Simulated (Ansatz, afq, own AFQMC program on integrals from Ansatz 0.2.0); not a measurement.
Integrals from Ansatz 0.2.0, then the random walk in our own AFQMC program (afq).

```yaml
crystal:
  periodic: [false, false, false]
  atoms:
    - {symbol: N, position_ang: [0.000000, 0.000000, 0.000000]}
basis:
  gaussian: {orbitals: aug-cc-pVTZ}
magnetization: {spin_polarized: true, initial_magnetization: 3}
correlation: {method: ccsd_t, electrons: outside_noble_gas, hamiltonian_folder: ham}
```

```sh
$ ansatz run in.yaml --threads 1 --pin off --events-out ev --progress --plain --max-ram 15360MiB --backend cuda --devices 0, --max-vram 18GiB
```

afq runs on the folder ham with

```
--method phaseless --trial hf --walkers 4000 --populations 20 --least-time 40 --time-step 0.005 --steps-per-block 20 --equilibration-blocks 112 --max-blocks 4000 --target-error 0.00042 --factor-cut 1e-05 --start spin_pure --seed 8167 --taylor-order 6
```

Times are imaginary, in 1/Eh. The walk had a cap of 54 s. With eight or more populations the least sampling time is a fifth of least-time, and the error comes from their spread.

Log:

```
orbitals 45  electrons 4 1  factors 270 of 270
reference energy -54.40116223 Eh
CCSD correlation -0.11320525 Eh in 8 cycles, weight of the determinant in the CISD state 0.9629
energy of the start -54.401295 Eh
 block  time / (1/Eh)  mean weight  energy / Eh
     1     0.100  1.0006  -54.439225
     2     0.200  1.0005  -54.461272
     3     0.300  1.0011  -54.475220
     4     0.400  1.0008  -54.485957
     5     0.500  1.0009  -54.491795
     7     0.700  1.0003  -54.500026
     9     0.900  1.0006  -54.504714
    11     1.100  1.0000  -54.508168
    21     2.100  1.0004  -54.518568
    31     3.100  1.0001  -54.516129
    41     4.100  1.0000  -54.515084
    51     5.100  1.0000  -54.516030
    61     6.100  1.0001  -54.516913
    71     7.100  1.0001  -54.517390
    81     8.100  1.0000  -54.520903
    91     9.100  1.0001  -54.515220
   101    10.100  0.9998  -54.518647
   111    11.100  1.0002  -54.514608
   121    12.100  0.9998  -54.513762
   131    13.100  1.0000  -54.517212
   141    14.100  0.9997  -54.516823
   151    15.100  1.0001  -54.516812
   161    16.100  1.0001  -54.518714
   171    17.100  0.9999  -54.515035
   181    18.100  0.9999  -54.514343
   191    19.100  0.9998  -54.517910
   201    20.100  1.0002  -54.516706
error from the spread of 20 populations
energy -54.516573 +/- 0.000414 Eh
(rows thinned)
```

The run passed its tests (sampling time, drift between the halves within three errors, error under three times the target), which doesn't prove that it has relaxed.

Against this walk (error 11.3 meV) on the same determinant: CCSD(T) 9.5 meV lower (within the noise), CCSDT(Q) 20.9 meV lower (within the noise), full CI 20.9 meV lower (within the noise), a separate phaseless walk with a CISD trial and standard settings 20.7 ± 11.3 meV lower (within the noise). The error is statistical and leaves out the bias of the constraint.

Cautions: constraint bias not in the error.

The walk took 17 s on 1 × NVIDIA H100 80GB HBM3 with 2 threads of AMD EPYC 7R13 Processor (Zen 3) (shared host) (the card was shared). The log's last line is the phaseless energy.

CCSDT and higher add their correlation energy to the determinant of the CCSD(T) run, since their own runs factorise the integrals more tightly (a shift of under 2 meV). A walk keeps the symmetry of its determinant, which the program's search chose and which needn't be the lowest solution, so a lower state of the same spin and another symmetry isn't excluded.
